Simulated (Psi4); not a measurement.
# SiPH4 (SMILES [SiH2]P) at UB3LYP/6-31G(d) (Cartesian functions)

What is the energy change on altering one bond length of SiPH4 at UB3LYP/6-31G* (Cartesian functions)? 

Program for the calculation: Psi4 1.11.

### 1 Starting point

SiPH4: 6 atoms, total charge 0, spin state doublet. SMILES: `[SiH2]P`. Geometry: relaxed at GFN2-xTB. This is one conformer, not always the lowest.

Bond lengths: Si1–P2 2.220 Å, Si1–H3 1.467 Å, Si1–H4 1.466 Å, P2–H5 1.384 Å, P2–H6 1.384 Å. Angles: Si1–P2–H5 96.4°, Si1–P2–H6 96.4°, P2–Si1–H3 109.7°, P2–Si1–H4 109.7°, H5–P2–H6 92.6°, H3–Si1–H4 109.1°.

### 2 The energy at UB3LYP/6-31G(d) (Cartesian functions)

The input, input.json:

```json
{
  "schema_name": "qcschema_input",
  "schema_version": 1,
  "molecule": {
    "schema_name": "qcschema_molecule",
    "schema_version": 2,
    "symbols": ["Si", "P", "H", "H", "H", "H"],
    "geometry": [0.24003301, -1.86349673, -0.19777874, -0.63999355, 2.21097957, 0.26875685, -0.56808947, -3.25921065, 2.05587085, -1.09464275, -2.86163117, -2.41185745, 0.82142615, 3.0559706, -1.72966632, 1.2412666, 2.71738837, 2.01469371],
    "molecular_charge": 0,
    "molecular_multiplicity": 2,
    "fix_symmetry": "c1"
  },
  "driver": "energy",
  "model": {
    "method": "b3lyp",
    "basis": "6-31G*"
  },
  "keywords": {
    "reference": "uks",
    "puream": false,
    "e_convergence": 1e-09,
    "d_convergence": 1e-08,
    "scf_type": "pk",
    "dft_radial_points": 99,
    "dft_spherical_points": 590,
    "maxiter": 200
  }
}
```

Started as:

```bash
$ psi4 --qcschema input.json -n 1 --memory 1600MB
```

stdout:

```text
[...]
  Running in c1 symmetry.
[...]
  Nuclear repulsion =   83.322954453196203
[...]
  Multiplicity = 2
[...]
  Nalpha       = 17
  Nbeta        = 16
[...]
    Number of basis functions: 46
[...]
   @UKS iter   1:  -633.13953799745980   -2.65746e-01   5.85454e-03 DIIS/ADIIS
[...]
   @UKS iter  12:  -633.19671417190477    0.00000e+00   1.82360e-09 DIIS
[...]
   @S^2 Observed:                7.522601923E-01
[...]
    Orbital Energies [Eh]
    ---------------------
    Alpha Occupied:
       1A    -77.078189     2A    -66.132999     3A     -6.555918
       4A     -5.287290     5A     -4.717611     6A     -4.716588
       7A     -4.714554     8A     -3.648860     9A     -3.644207
      10A     -3.643753    11A     -0.664559    12A     -0.521747
      13A     -0.410706    14A     -0.356195    15A     -0.345165
      16A     -0.297193    17A     -0.203320
    Alpha Virtual:
      18A      0.013633    19A      0.021246    20A      0.061126
      21A      0.061489    22A      0.092424    23A      0.184383
      24A      0.225520    25A      0.228625    26A      0.260100
[...]
  @UKS Final Energy:  -633.19671417190477
   => Energetics <=
    Nuclear Repulsion Energy =             83.3229544531962034
    One-Electron Energy =               -1041.2359360771101819
    Two-Electron Energy =                 361.5086810707471727
    DFT Exchange-Correlation Energy =     -36.7924136187380029
    Empirical Dispersion Energy =           0.0000000000000000
    VV10 Nonlocal Energy =                  0.0000000000000000
    Total Energy =                       -633.1967141719048868
[...]
 Multipole Moments:
 ------------------------------------------------------------------------------------
     Multipole            Electronic (a.u.)      Nuclear  (a.u.)        Total (a.u.)
 ------------------------------------------------------------------------------------
 L = 1.  Multiply by 2.5417464519 to convert [e a0] to [Debye]
 Dipole X            :         -0.5240219            0.8171773            0.2931554
 Dipole Y            :          1.7216016           -1.6536476            0.0679540
 Dipole Z            :          0.2067347           -0.2334974           -0.0267626
 Magnitude           :                                                    0.3021160
[...]
```

The result, in JSON:

```text
{
 "driver": "energy",
 "model": {
  "method": "b3lyp",
  "basis": "6-31G*"
 },
 "success": true,
 "return_result": -633.1967141719048,
 "properties": {
  "calcinfo_nbasis": 46,
  "calcinfo_nmo": 46,
  "calcinfo_nalpha": 17,
  "calcinfo_nbeta": 16,
  "calcinfo_natom": 6,
  "nuclear_repulsion_energy": 83.3229544531962,
  "return_energy": -633.1967141719048,
  "scf_one_electron_energy": -1041.2359360771102,
  "scf_two_electron_energy": 361.5086810707472,
  "scf_xc_energy": -36.792413618738,
  "scf_dipole_moment": [0.2931553923766479, 0.06795403685741208, -0.02676263968657583],
  "scf_total_energy": -633.1967141719048,
  "scf_iterations": 12
 }
}
```

Run time: 8.4 s. Hardware: 1 thread of Intel Xeon 6975P-C (Granite Rapids), shared host; peak memory 0.63 GiB.

### 3 The distorted shape at the same level

The input, input.in:

```
memory 1.6 GB

molecule molecule1 {
  0 2
  Si     0.37205684    -2.47475699    -0.26776852
  P     -0.63999355     2.21097957     0.26875685
  H     -0.43606564    -3.87047091     1.98588106
  H     -0.96261893    -3.47289143    -2.48184724
  H      0.82142615     3.05597060    -1.72966632
  H      1.24126660     2.71738837     2.01469371
  units bohr
  symmetry c1
  no_reorient
  no_com
}

set globals {
  basis 6-31G*
  reference uks
  puream false
  e_convergence 1e-09
  d_convergence 1e-08
  scf_type pk
  dft_radial_points 99
  dft_spherical_points 590
  maxiter 200
}

e, wfn = energy("b3lyp", return_wfn=True)
oeprop(wfn, "WIBERG_LOWDIN_INDICES", "MULLIKEN_CHARGES", "QUADRUPOLE")
```

Started as:

```bash
$ psi4 input.in input.out -n 1
```

input.out (excerpt; [...] marks lines left out):

```text
[...]
  Running in c1 symmetry.
[...]
  Nuclear repulsion =   75.761798636696923
[...]
  Multiplicity = 2
[...]
  Nalpha       = 17
  Nbeta        = 16
[...]
    Number of basis functions: 46
[...]
   @UKS iter   1:  -633.13839727769266   -4.43885e-01   5.36087e-03 ADIIS/DIIS
[...]
   @UKS iter  12:  -633.18584027668021   -5.22959e-12   6.23978e-09 DIIS
[...]
   @S^2 Observed:                7.526586962E-01
[...]
  @UKS Final Energy:  -633.18584027668021
   => Energetics <=
    Nuclear Repulsion Energy =             75.7617986366969234
    One-Electron Energy =               -1026.0731306021023101
    Two-Electron Energy =                 353.8677305408091911
    DFT Exchange-Correlation Energy =     -36.7422388520839931
    Empirical Dispersion Energy =           0.0000000000000000
    VV10 Nonlocal Energy =                  0.0000000000000000
    Total Energy =                       -633.1858402766802101
[...]
 Multipole Moments:
 ------------------------------------------------------------------------------------
     Multipole            Electronic (a.u.)      Nuclear  (a.u.)        Total (a.u.)
 ------------------------------------------------------------------------------------
 L = 1.  Multiply by 2.5417464519 to convert [e a0] to [Debye]
 Dipole X            :          4.0389265           -3.7270993            0.3118272
 Dipole Y            :          2.9488334           -3.0519077           -0.1030743
 Dipole Z            :         -0.1158197            0.0716547           -0.0441651
 Magnitude           :                                                    0.3313775
 L = 2.  Multiply by 1.3450342976 to convert [e a0^2] to [Debye ang]
 Quadrupole XX       :        -34.7391851           11.4141164          -23.3250687
 Quadrupole XY       :         24.3687958          -23.2015857            1.1672101
[...]
  Mulliken Charges: (a.u.)
   Center  Symbol    Alpha    Beta     Spin     Total
       1    SI     7.33968  6.48710  0.85258  0.17322
       2     P     7.64405  7.52248  0.12157 -0.16653
       3     H     0.52456  0.51309  0.01147 -0.03766
       4     H     0.52461  0.51301  0.01160 -0.03762
       5     H     0.48356  0.48210  0.00146  0.03434
       6     H     0.48354  0.48221  0.00132  0.03425
   Total alpha = 17.00000, Total beta = 16.00000, Total charge = -0.00000
  Wiberg Bond Indices using Orthogonal Lowdin Orbitals:
[...]
```

It took 8.1 s on 1 thread of Intel Xeon 6975P-C (Granite Rapids), shared host; peak memory 0.62 GiB.

### 4 Results

Level: UB3LYP/6-31G* (Cartesian functions).

| quantity | value |
| --- | --- |
| first shape: total energy | -633.19671 Eh |
| first shape: dipole moment | 0.77 D |
| first shape: HOMO energy (highest over α and β) | -5.53 eV |
| first shape: LUMO energy (lowest over α and β) | -2.79 eV |
| first shape: ⟨S²⟩ | 0.752 |
| distorted shape: total energy | -633.18584 Eh |
| distorted shape: dipole moment | 0.84 D |
| distorted shape: HOMO energy (highest over α and β) | -5.77 eV |
| distorted shape: LUMO energy (lowest over α and β) | -3.06 eV |
| distorted shape: ⟨S²⟩ | 0.753 |
| energy change with the Si1–P2 bond stretched from 2.220 to 2.553 Å | 0.296 eV |

**Reading.** With the Si1–P2 bond stretched from 2.220 to 2.553 Å the energy rises by 0.30 eV (28.5 kJ/mol). The first shape isn't relaxed at this level, so the change isn't measured from a minimum. Mulliken charges (distorted shape) run from -0.17 on P2 to +0.17 on Si1; they depend strongly on the basis.
